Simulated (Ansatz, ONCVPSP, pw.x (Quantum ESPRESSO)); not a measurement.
# pw.x on bcc Ba: one setting changed

Potential: optimised norm-conserving Vanderbilt (ONCV), ONCVPSP 4.0.1.1 (patched build), PBE; core [Kr] 4d10, reference 5s2 5p6 6s2; waves: 5s+6s: rc 3.00 bohr, ncon 4, nbas 8, qcut 3 1/bohr, 2 projectors; 5p: rc 3.25 bohr, ncon 4, nbas 8, qcut 5.2 1/bohr, 2 projectors, debl 3.7 Ha; d scattering state at 0.02 Ha: rc 2.90 bohr, ncon 3, nbas 6, qcut 3.6 1/bohr, 2 projectors, debl 3.6 Ha; local part: polynomial inside 2.20 bohr (lpopt 4, dvloc0 -1 Ha); core correction: Teter function fitted to the true core (icmod 2), fcfact 0.35. In the d channel the program set the typed energies aside and used 0.050, 3.650 Ha.

The reference run (k-mesh 9³, cutoffs 50/200 Ry, Fermi–Dirac 0.01 Ry, mixing_beta 0.4, conv_thr 1e-9, no spin) gives 0.01 GPa at 63.608 Å³/atom, where all-electron LAPW gives 0.01 GPa. This run, with its own iteration cap, changes mixing_ndim to 16.

```
&control
  calculation='scf', prefix='x', pseudo_dir='./', outdir='./tmp', tstress=.true., disk_io='none'
/
&system
  ibrav=0, nat=1, ntyp=1, ecutwfc=50, ecutrho=200, nbnd=12,
  occupations='smearing', smearing='fd', degauss=0.01
/
&electrons
  conv_thr=1e-09, mixing_beta=0.4, electron_maxstep=70, mixing_ndim=16
/
ATOMIC_SPECIES
Ba 1.0 Ba.UPF
CELL_PARAMETERS angstrom
  -2.51468688 2.51468688 2.51468688
  2.51468688 -2.51468688 2.51468688
  2.51468688 2.51468688 -2.51468688
ATOMIC_POSITIONS crystal
Ba 0.0000 0.0000 0.0000
K_POINTS automatic
9 9 9 0 0 0
```

```bash
pw.x < Ba.scf.in > Ba.scf.out
```

How does the run end?

It converges in 6 iterations; the free energy moves by +0.0 meV/atom and the pressure by +0.00 GPa. The result is that of the reference run.

```
Message from routine setup:
     using ibrav=0 with symmetry is DISCOURAGED, use correct ibrav instead
     lattice parameter (alat)  =       8.2308  a.u.
     unit-cell volume          =     429.2481 (a.u.)^3
     number of electrons       =        10.00
     number of Kohn-Sham states=           12
     kinetic-energy cutoff     =      50.0000  Ry
     charge density cutoff     =     200.0000  Ry
     scf convergence threshold =      1.0E-09
     Exchange-correlation= PBE
     number of k points=    35  Fermi-Dirac smearing, width (Ry)=  0.0100
     iteration #  1     ecut=    50.00 Ry     beta= 0.40
     total energy              =     -64.11296801 Ry
     estimated scf accuracy    <       0.00136700 Ry
     iteration #  2     ecut=    50.00 Ry     beta= 0.40
     total energy              =     -64.11309336 Ry
     estimated scf accuracy    <       0.00038055 Ry
     iteration #  3     ecut=    50.00 Ry     beta= 0.40
     total energy              =     -64.11314492 Ry
     estimated scf accuracy    <       0.00002802 Ry
     iteration #  4     ecut=    50.00 Ry     beta= 0.40
     total energy              =     -64.11314837 Ry
     estimated scf accuracy    <       0.00000066 Ry
     iteration #  5     ecut=    50.00 Ry     beta= 0.40
     total energy              =     -64.11314843 Ry
     estimated scf accuracy    <       0.00000003 Ry
     iteration #  6     ecut=    50.00 Ry     beta= 0.40
     the Fermi energy is     5.6076 ev
!    total energy              =     -64.11314843 Ry
     estimated scf accuracy    <          2.5E-10 Ry
     smearing contrib. (-TS)   =      -0.00664813 Ry
     The total energy is F=E-TS. E is the sum of the following terms:
     one-electron contribution =     -14.67785275 Ry
     hartree contribution      =       9.64863580 Ry
     xc contribution           =     -20.78624553 Ry
     ewald contribution        =     -38.29103783 Ry
     convergence has been achieved in   6 iterations
          total   stress  (Ry/bohr**3)                   (kbar)     P=        0.05
     Message from routine punch:
     Nothing written, as per user request (disk_io='none')
```

The run took about 23 s on one core of a shared host (Neoverse-N1, 64 threads, 124 GiB, load 54).
